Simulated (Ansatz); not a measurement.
Relaxation of H$_{4}$N$_{2}$Si (7 atoms, charge 0, multiplicity 1), to a largest force component of 0.02 eV/Å in at most 50 steps.

Level of theory: Ansatz 0.2.0, RKS B3LYP/def2-SVP.

```xyz
7
Properties=species:S:1:pos:R:3:forces:R:3
N -0.976 0.418 -0.504 -4.07 1.79 -1.82
Si -0.197 -1.009 -0.411 5.36 0.04 3.23
N 0.998 -0.354 0.544 2.05 -2.28 -0.31
H -1.933 0.321 -0.736 -1.88 0.43 -0.87
H -1.012 0.885 0.391 0.84 0.20 0.43
H 0.160 -2.291 -0.960 -1.06 -0.73 -1.29
H 1.909 -0.905 0.491 -1.24 0.55 0.63
```

Task: Where does it end, and by what steps?

Result: The forces met the threshold. After 9 steps the energy has fallen by 2.201 eV; H6 moved furthest, 0.53 Å.

```tsv
step	energy less start (eV)	largest force component (eV/Å)	accepted
0	0.0000	5.358	yes
1	-1.4380	3.062	yes
2	-1.9129	1.643	yes
3	-2.1278	0.797	yes
4	-2.1600	0.829	yes
5	-2.1684	0.313	yes
6	-2.1949	0.105	yes
7	-2.1979	0.054	yes
8	-2.2002	0.163	yes
9	-2.2007	0.018	yes
```

```xyz
7
Properties=species:S:1:pos:R:3
N -1.199 0.256 -0.362
Si 0.097 -0.835 -0.263
N 1.382 -0.473 0.621
H -2.041 0.085 -0.898
H -1.196 1.147 0.123
H -0.269 -2.012 -1.100
H 2.176 -1.104 0.695
```

Whether the end is a true minimum wasn't checked by a vibrational analysis.

Run time: 38 s on 1 thread of Intel(R) Xeon(R) Processor @ 2.50GHz (Skylake/Cascade Lake) (shared host), peak memory 0.13 GiB.
